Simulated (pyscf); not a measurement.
Four-centre exchange: F–SiH₃ + ammonia (NH₃) -> F–SiH₃ + ammonia (NH₃)

Gas phase, singlet surface, charge 0. Bonds broken: Si1–H3, N6–H7. Bonds formed: Si1–H7, H3–N6. Single points on ωB97X-D3(BJ)/def2-SVP structures (PySCF, gas phase). MP2 and CC: frozen core, UHF for open shells. ΔMP2 is the change of the MP2 total energy from the triple- to the quadruple-zeta basis.

Transition state (Å):

```xyz
9

Si    -1.5738    -0.5865     0.6656
F     -1.0589    -0.2770     2.2275
H      0.2914    -0.0661    -1.0427
H     -3.0582    -0.2561     0.7078
H     -1.6871    -2.1029     0.6216
N      0.3001     0.9046    -1.4652
H     -0.6159     1.1464    -0.9932
H      0.2621     0.9179    -2.4918
H      1.0723     1.4671    -1.0887
```

One imaginary mode, 696i cm⁻¹; descent along it reached the two sides named.

| bond | change | reactant side (Å) | saddle | product side |
|---|---|---|---|---|
| Si1–H3 | breaks | 1.484 | 2.582 | 5.0 |
| N6–H7 | breaks | 1.021 | 1.058 | 2.7 |
| Si1–H7 | forms | 4.9 | 2.583 | 1.483 |
| H3–N6 | forms | 2.7 | 1.059 | 1.020 |

Electronic energies relative to the separated reactants (eV):

| level | barrier | reaction energy | reverse barrier |
|---|---|---|---|
| ωB97X-D3(BJ)/def2-TZVP | 2.57 | 0.00 | 2.57 |
| PBE/def2-TZVP | 2.13 | 0.00 | 2.13 |
| r²SCAN/def2-TZVP | 2.43 | 0.00 | 2.43 |
| B3LYP-D3(BJ)/def2-TZVP | 2.40 | 0.00 | 2.40 |
| PBE0-D3(BJ)/def2-TZVP | 2.29 | 0.00 | 2.29 |
| M06-2X/def2-TZVP | 2.58 | 0.00 | 2.58 |
| ωB97M-D3(BJ)/def2-TZVP | 2.49 | 0.00 | 2.49 |
| HF/def2-TZVP | 3.08 | 0.00 | 3.08 |
| MP2/def2-QZVPP | 2.67 | 0.00 | 2.67 |
| CCSD/def2-TZVPP | 2.69 | 0.00 | 2.69 |
| CCSD(T)/def2-TZVPP | 2.61 | 0.00 | 2.61 |
| CCSD(T)/def2-TZVPP + ΔMP2(QZVPP) | 2.60 | 0.00 | 2.60 |

With CCSD(T)/def2-TZVPP + ΔMP2(QZVPP) energies and thermal terms (ideal gas, 1 atm, RRHO with modes under 100 cm⁻¹ raised to 100, one conformer, R ln 2 for rigid chiral ones), in eV:

| T (K) | ΔH‡ | ΔG‡ | ΔH | ΔG |
|---|---|---|---|---|
| 298 | 2.65 | 2.98 | 0.00 | 0.00 |
| 600 | 2.66 | 3.32 | 0.00 | 0.00 |
| 900 | 2.68 | 3.64 | 0.00 | 0.00 |
| 1200 | 2.70 | 3.96 | 0.00 | 0.00 |

The same reactants have a lower exit, to H₂N–SiH₃ + HF (barrier +1.14 eV at ωB97M-D3(BJ), against +2.49 eV here). One saddle was located; it need not be the lowest between these sides. The CCSD(T) − MP2 part came from Ansatz, without density fitting, on the same reference.
